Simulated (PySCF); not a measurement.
**How methods differ on the ionisation energy of Cl**

Cl [Ne] 3s2 3p5 (2P) → Cl⁺ [Ne] 3s2 3p4 (3P), as a difference of total energies. All numbers are calculated (PySCF 2.14, scalar relativity by spin-free X2C-1e, in aug-cc-pCVTZ-DK with one added diffuse shell each of s, p, d, f type (9s8p6d4f, 91 functions)). Correlated levels: valence: [Ne] frozen. The calculations carry no spin-orbit coupling.

```json
{"method": "UHF", "ionisation energy (eV)": "11.751"}
{"method": "MP2 (valence)", "ionisation energy (eV)": "12.754"}
{"method": "SCS-MP2 (valence)", "ionisation energy (eV)": "12.754"}
{"method": "CCSD (valence)", "ionisation energy (eV)": "12.712"}
{"method": "CCSD(T) (valence)", "ionisation energy (eV)": "12.763"}
```

Question: How much does correlation contribute at CCSD(T) (valence)?

Answer: 12.763 − (11.751) = 1.012 eV, measured against UHF.

Errors of the correlated levels include the incompleteness of this basis and the frozen core.

For comparison: 12.974 eV (measured; NIST levels, between the centres of gravity of the two terms).
